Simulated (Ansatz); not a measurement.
C4H5FS (`C=C(C=S)CF`). Charge 0, multiplicity 1. All single points use the PBE0-D4/def2-TZVP geometry. It is one conformer, not always the lowest.

```xyz
11

C     1.405    0.180    0.468
C     0.175    0.072   -0.047
C    -0.096    0.619   -1.359
S    -1.522    0.576   -2.125
C    -0.944   -0.597    0.685
F    -0.522   -1.065    1.909
H     1.644   -0.217    1.447
H     2.194    0.671   -0.090
H     0.764    1.094   -1.836
H    -1.768    0.105    0.844
H    -1.331   -1.438    0.103
```

(1) What is the dipole moment at PBE/def2-TZVPP? (Estimate.)

(2) And with r2SCAN, B3LYP, ωB97M-V? (Best estimate.)

(3) Give the Mulliken charges with PBE, r2SCAN, ωB97M-V in def2-TZVPP. (An estimate is asked.)

Answers

(1) Computed: 1.70 D, with components (1.62, 0.28, 0.40) D in this frame, pointing from negative to positive charge.

(2) Computed: r2SCAN 1.84 D, B3LYP 1.76 D, ωB97M-V 1.71 D.

(3) The calculation gave: 
| atom | PBE | r2SCAN | ωB97M-V |
| --- | --- | --- | --- |
| C1 | -0.15 | -0.12 | -0.18 |
| C2 | -0.01 | -0.02 | -0.01 |
| C3 | -0.03 | -0.02 | -0.07 |
| S4 | -0.20 | -0.20 | -0.15 |
| C5 | 0.09 | 0.20 | 0.06 |
| F6 | -0.20 | -0.24 | -0.23 |
| H7 | 0.12 | 0.11 | 0.13 |
| H8 | 0.10 | 0.08 | 0.11 |
| H9 | 0.10 | 0.08 | 0.12 |
| H10 | 0.09 | 0.06 | 0.11 |
| H11 | 0.09 | 0.06 | 0.11 |

B3LYP here is the variant with VWN-RPA as its local correlation; programs differ in this.
